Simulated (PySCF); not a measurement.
# `[SiH2]1[SiH2][SiH2]1`, H6Si3

Molfile (atoms numbered from 1):
```
H6Si3
     RDKit          3D

  9  9  0  0  0  0  0  0  0  0999 V2000
   -0.7361   -1.1279    0.0648 Si  0  0  0  0  0  4  0  0  0  0  0  0
    1.3295   -0.0740   -0.2346 Si  0  0  0  0  0  4  0  0  0  0  0  0
   -0.5869    1.2035    0.1616 Si  0  0  0  0  0  4  0  0  0  0  0  0
   -0.9748   -1.8716    1.3348 H   0  0  0  0  0  0  0  0  0  0  0  0
   -1.3971   -1.7439   -1.1212 H   0  0  0  0  0  0  0  0  0  0  0  0
    1.9190   -0.0592   -1.6041 H   0  0  0  0  0  0  0  0  0  0  0  0
    2.3447   -0.1887    0.8514 H   0  0  0  0  0  0  0  0  0  0  0  0
   -0.7292    1.8688    1.4884 H   0  0  0  0  0  0  0  0  0  0  0  0
   -1.1493    1.9978   -0.9681 H   0  0  0  0  0  0  0  0  0  0  0  0
  1  2  1  0
  2  3  1  0
  3  1  1  0
  1  4  1  0
  1  5  1  0
  2  6  1  0
  2  7  1  0
  3  8  1  0
  3  9  1  0
M  END
```

Computed, not measured: PySCF, GIAO B3LYP/aug-pcSseg-1 magnetisability, rotational g tensor and spin-rotation constants, non-relativistic, gas phase. Geometry: PBE0-D3(BJ)/def2-SVP.

Q: Give the nuclear spin-rotation constants along the inertial axes (H = +C I·J) beside the isotropic shieldings.

A: Rotational constants 5.0540, 5.0484, 2.7879 GHz. A star marks the isotopologue with that one atom substituted, in its own axes.
| atom | isotope | Caa (kHz) | Cbb (kHz) | Ccc (kHz) | mean (kHz) | σ (ppm) |
| --- | --- | --- | --- | --- | --- | --- |
| H4 | 1H | -0.356 | -0.356 | -0.061 | -0.258 | 28.3 |
| H5 | 1H | -0.356 | -0.356 | -0.061 | -0.258 | 28.3 |
| H6 | 1H | -0.357 | -0.356 | -0.060 | -0.258 | 28.3 |
| H7 | 1H | -0.356 | -0.355 | -0.061 | -0.258 | 28.3 |
| H8 | 1H | -0.356 | -0.356 | -0.061 | -0.258 | 28.3 |
| H9 | 1H | -0.356 | -0.356 | -0.061 | -0.258 | 28.3 |
| Si1 | 29Si* | -2.917 | -2.485 | -0.668 | -2.024 | 510.9 |

Where two moments of inertia are equal or nearly so, the constants along those axes are given as their average.
For the geometry as given, no vibrational averaging.

Q: How do the rotational constants and the g tensor change when H4, H5, H6, H7, H8, H9 are replaced by deuterium?

A: Constants 4.0904, 4.0863, 2.4112 GHz; g -0.0338, -0.0338, -0.0025, against -0.0418, -0.0418, -0.0028 before.
